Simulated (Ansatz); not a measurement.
**How far each method lies from UCCSDT(Q) for SnH₃⁻, triplet**

Geometry: a PBE0/def2-TZVPD stationary point for this spin, not checked as a minimum.

```json
{"atom": "Sn", "x (Å)": "0.0000", "y (Å)": "-0.0123", "z (Å)": "0.0000"}
{"atom": "H", "x (Å)": "0.0000", "y (Å)": "-0.1535", "z (Å)": "-1.9014"}
{"atom": "H", "x (Å)": "0.0000", "y (Å)": "1.7590", "z (Å)": "0.0000"}
{"atom": "H", "x (Å)": "0.0000", "y (Å)": "-0.1535", "z (Å)": "1.9014"}
```

Basis def2-TZVPD with its core potentials; Ansatz 0.2.0. Only valence electrons are correlated (noble-gas cores and the filled d shells of p-block atoms frozen), which leaves 8 electrons in 74 orbitals. Prefix R: restricted or restricted open-shell reference; prefix U: unrestricted. Active spaces: valence = (8e, 7o) chosen from the atoms' valence shells. No spin–orbit coupling is included; scalar relativity enters through the core potentials alone.

Full CI isn't at hand for all of this; UCCSDT(Q) serves as the reference, and is uncertain by about the last step of the cluster series. The frozen core follows each run's orbitals, which can shift R against U totals by a few meV for light atoms and by up to 0.1 eV past Ca.

```
UHF ⟨S²⟩                          : 2.042
T1 diagnostic (RCCSD)             : 0.0324
largest doubles amplitude (RCCSD) : 0.046
T1 diagnostic (UCCSD)             : 0.0222
```

Q: From what is known of these methods and the diagnostics, rank them by the size of their error in total energy against UCCSDT(Q) in def2-TZVPD, smallest first (an estimate: the text doesn't fix the numbers).
A. UCCSD(T)
B. UCCSD
C. UMP2
D. UHF
E. UCCSDT

A: E (0.4 kJ/mol), A (3.3 kJ/mol), B (14.6 kJ/mol), C (91.5 kJ/mol), D (377.2 kJ/mol).

All errors are against UCCSDT(Q) in def2-TZVPD. Within each family the higher level lies nearer, as is usual though not guaranteed.

Natural occupations of CASSCF (valence space) about the gap: 1.992 1.972 1.967 1.003 1.000 0.034 0.032; effectively unpaired electrons, Σ n²(2−n)², 2.02.
